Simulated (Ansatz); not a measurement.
Two shapes of singlet C4H8.

Shape 1:

```xyz
12

C     0.0000    0.0000    0.0000
C     0.0000    0.0000    1.3400
C     0.0000    1.1980   -0.9027
C     0.0000    1.1980    2.2427
H     0.0000   -0.9755   -0.4864
H     0.0000   -0.9755    1.8264
H     0.0000    2.1069   -0.3011
H     0.8898    1.1794   -1.5320
H    -0.8898    1.1794   -1.5320
H     0.0000    2.1069    1.6411
H    -0.8898    1.1794    2.8720
H     0.8898    1.1794    2.8720
```

Shape 2:

```xyz
12

C     0.0411    0.0210   -0.0192
C    -0.0328   -0.0295    1.3636
C    -0.0396    1.2009   -0.8724
C    -0.0336    1.2264    2.2190
H    -0.0448   -0.9565   -0.4748
H     0.0018   -0.9812    1.8760
H     0.0368    2.0807   -0.3225
H     0.8703    1.2091   -1.4969
H    -0.8713    1.1353   -1.5172
H     0.0161    2.1496    1.6207
H    -0.9365    1.1970    2.8692
H     0.9275    1.1466    2.8694
```

Basis set: 6-31G* (spherical functions). Correlated methods keep 4 orbitals frozen. Charge 0, multiplicity 1.

Computed with Ansatz (development build ahead of 0.2.0); each method stands on the lowest determinant of its kind that the runs found.

(1) Which shape is lower in energy, and by how much in each method?

## Answers

(1)

| method | E(2) − E(1) (eV) |
| --- | --- |
| RHF | 0.478 |
| RHF-MP2 | 0.382 |

Shape 1 is lower.
